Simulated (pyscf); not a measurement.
Single points on ωB97X-D3(BJ)/def2-SVP structures (PySCF, gas phase).

Question: HO–SiH₃ + HO–GaH₂ → H₃Si–O–GaH₂ + H₂O
Surface: singlet. Broken: H–O, Ga–O. Formed: Ga–O, H–O. Give ΔE‡ and ΔE from B3LYP-D3(BJ)/def2-TZVP, relative to the separated reactants.

Answer: ΔE‡ = -10.8 kcal/mol, ΔE = -3.4 kcal/mol. ωB97M-D3(BJ)/def2-TZVP gives -10.1 kcal/mol and -3.1 kcal/mol. Zero-point energy shifts the barrier by -0.1 kcal/mol. It is a four-centre exchange, with an imaginary mode of 834i cm⁻¹. On the reactant side the descent ends in an adduct with a Ga–O contact, 16.2 kcal/mol under the separated species and 4.0 kcal/mol under the saddle at ωB97X-D3(BJ)/def2-TZVP. On the product side the descent ends in an adduct with a Ga–O contact, 17.9 kcal/mol under the separated species and 10.1 kcal/mol under the saddle at ωB97X-D3(BJ)/def2-TZVP. At B3LYP-D3(BJ) the saddle lies under the separated reactants, which points to a path from their complex (located at ωB97X-D3(BJ) alone). At B3LYP-D3(BJ) the saddle lies under the separated products, which points to a path from their complex (located at ωB97X-D3(BJ) alone). What is counted as formed (Ga–O) is already present as a longer contact in the reactant adduct; forming that adduct is a step of its own. What is counted as broken (Ga–O) persists as a longer contact in the product adduct; parting that adduct is a step of its own. At ωB97X-D3(BJ)/def2-TZVP the barrier from the zero used here is -12.2 kcal/mol. One saddle was located; it need not be the lowest between these sides. Elements up to Kr have no core potential and no relativistic terms here.
